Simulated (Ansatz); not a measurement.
CH4 (methane): from total energies to a heat of formation

CH4: 5 atoms, total charge 0, spin state singlet. SMILES: `C`. The coordinates come from a PBE0-D4/def2-TZVP relaxation.

Total energies at BLYP/jun-cc-pV(T+d)Z (Ansatz 0.2.0); the atoms run unrestricted:

```tsv
species	state	energy (Eh)
CH4	singlet	-40.500839
C	triplet	-37.846236
H	doublet	-0.497555
```

Harmonic wavenumbers at PBE0-D4/def2-TZVP, in cm⁻¹: 1326, 1326, 1326, 1551, 1551, 3047, 3168, 3168, 3168.

Measured heats of formation of the gaseous atoms at 298.15 K, in kJ/mol: C 716.9, H 218.0. Take 1 Eh = 2625.50 kJ/mol, 1 cm⁻¹ = 0.0119627 kJ/mol, RT = 2.479 kJ/mol.

Question: Work out the heat of formation of the gas at 298 K.

Answer: 
1. Electronic atomisation energy: (-37.846236) + 4 × (-0.497555) − (-40.500839) = 0.664383 Eh = 1744.3 kJ/mol.
2. Zero-point energy: half the sum of the wavenumbers, 9815.5 cm⁻¹ = 117.4 kJ/mol.
3. Thermal vibrational enthalpy, Σ hcν̃/(exp(hcν̃/kT) − 1): 0.1 kJ/mol. Translation, rotation and pV of a non-linear molecule: 4 RT = 9.9 kJ/mol.
4. The 5 free atoms carry 5/2 RT each: 31.0 kJ/mol.
5. Atomisation enthalpy at 298 K: 1744.3 − 117.4 − 0.1 − 9.9 + 31.0 = 1647.9 kJ/mol.
6. Sum of the atoms' heats of formation: 1588.9 kJ/mol. Heat of formation: 1588.9 − 1647.9 = -59.0 kJ/mol.

The tabulated value is -74.5 kJ/mol (Active Thermochemical Tables), so this level is off by +15.5 kJ/mol, or 0.9 % of the atomisation enthalpy. Anharmonicity and any spin-orbit splitting of the molecule are left out.
